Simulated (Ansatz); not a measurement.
Two shapes of singlet CH₂.

Shape 1:

```xyz
3

C     0.0429    0.0231   -0.1909
H    -0.0360    0.8966    0.5370
H     0.0445   -0.8464    0.5222
```

Shape 2:

```xyz
3

C     0.0000    0.0000   -0.1940
H     0.0000    0.9308    0.5820
H     0.0000   -0.9308    0.5820
```

Basis set: cc-pVDZ (spherical functions). Frozen core: 1 orbital. Charge 0, multiplicity 1.

Computed with Ansatz (development build ahead of 0.2.0); each method stands on the lowest determinant of its kind that the runs found.

(1) Which shape is lower in energy, and by how much in each method?

## Answers

(1)

```
 method  E(2) − E(1) (eV)
    RHF             0.277
RHF-MP2             0.206
```

Shape 1 is lower. Caution: in another basis set an unrestricted determinant lies well below; another spin multiplicity may lie lower.
